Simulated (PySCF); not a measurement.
Rows and methods have been separated. Pair them.

C4H9Cl.
Cartesian coordinates in Å at the PBE0-D3(BJ)/def2-TZVP level; atoms count from 1:
```
atom  x, y, z in Å
C1     1.229   -0.646   -0.408
C2     0.046   -0.104    0.376
C3     0.061    1.419    0.417
C4    -1.279   -0.560   -0.203
Cl5   -1.502   -2.331   -0.118
H6     2.171   -0.314    0.036
H7     1.202   -0.288   -1.442
H8     1.228   -1.737   -0.428
H9     0.102   -0.481    1.404
H10    0.987    1.782    0.869
H11    0.001    1.837   -0.593
H12   -0.775    1.817    0.997
H13   -1.361   -0.287   -1.257
H14   -2.117   -0.123    0.339
```

The closed-shell ground state was solved 3 times with PySCF (density fitting, gas phase), always in the pcSseg-2 basis (313 functions), with these functionals: B97-2, KT3 and wB97X-D. The structure is a single PBE0-D3(BJ)/def2-TZVP conformer in the gas phase; no vibrational or solvent corrections.

| row | total energy (Eh) | HOMO (eV) | LUMO (eV) | dipole (D) |
| --- | --- | --- | --- | --- |
| P | -623.7994 | -7.03 | -0.58 | 2.07 |
| Q | -618.1142 | -8.04 | 0.38 | 2.14 |
| R | -618.0850 | -10.21 | 2.07 | 2.17 |

Problem. Which functional belongs to which row?

Solution. P = KT3, Q = B97-2, R = wB97X-D. By rising HOMO–LUMO gap: KT3 (GGA) 6.45 eV; B97-2 (global hybrid, 21 % exact exchange) 8.42 eV; wB97X-D (range-separated hybrid) 12.28 eV. Total energies of different functionals aren't bounds to one another; each is stationary for its own functional.

wB97X-D is run here without its empirical dispersion term; that term would change no orbital, density or response property at a fixed geometry.
